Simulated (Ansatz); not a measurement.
How the Voigt–Reuss–Hill bulk modulus of 1T (CdI2-type) SnSe2 moves with the method

No measured value is used here.

```json
[
 {"level (code)": "PBE (Ansatz)", "value (GPa)": "13.5", "cell (Å³/atom)": "30.32"},
 {"level (code)": "PBE-D3(BJ)+SOC (Ansatz)", "value (GPa)": "34.2", "cell (Å³/atom)": "25.58"},
 {"level (code)": "r²SCAN+rVV10 (Ansatz)", "value (GPa)": "[?]", "cell (Å³/atom)": "26.33"},
 {"level (code)": "HSE06-D3(BJ) (Ansatz)", "value (GPa)": "40.5", "cell (Å³/atom)": "24.65"}
]
```

Task: Some entries are withheld; supply them.

Result: 
- r²SCAN+rVV10 (Ansatz, an electronic-structure program), value (GPa): 32.5

PBE: the cell comes from a level without a dispersion term, which matters for the spacing of layers, chains or molecules. HSE06-D3(BJ): the dispersion coefficients are held fixed in the derivatives. Each level is taken at its own relaxed cell. Cutoffs and k meshes differ between the levels. Ansatz's density-functional and Hartree–Fock values are scalar-relativistic unless marked +SOC, with PAW data made under PBE.
